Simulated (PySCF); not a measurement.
**Name the molecule from its bond curve**

A diatomic of charge -1 contains S. Its singlet curve at PW91 in a triple-zeta basis (no relativity, PySCF), in eV from the separated fragments:

```json
{"R (Å)": "1.158", "E (eV)": "-3.330"}
{"R (Å)": "1.211", "E (eV)": "-3.684"}
{"R (Å)": "1.265", "E (eV)": "-3.891"}
{"R (Å)": "1.306", "E (eV)": "-3.972"}
{"R (Å)": "1.346", "E (eV)": "-4.003"}
{"R (Å)": "1.386", "E (eV)": "-3.992"}
{"R (Å)": "1.440", "E (eV)": "-3.927"}
{"R (Å)": "1.508", "E (eV)": "-3.787"}
{"R (Å)": "1.588", "E (eV)": "-3.559"}
{"R (Å)": "1.696", "E (eV)": "-3.201"}
```

The fit gives ωe = 2588 cm⁻¹ and the rotational constant Bₑ = 9.407 cm⁻¹.

**Question.** Which atom is the partner?

**Answer.** The minimum lies at 1.354 Å, so the reduced mass is 16.8576 u Å² cm⁻¹/(Bₑ·Re²) = 0.9775 u. With S at 31.97 u the partner weighs about 1.0 u: H. The molecule is SH⁻.

The highest Kohn–Sham level is positive in this anion. Much of that is self-interaction error, but it also means that the finite basis helps to hold the extra electron.
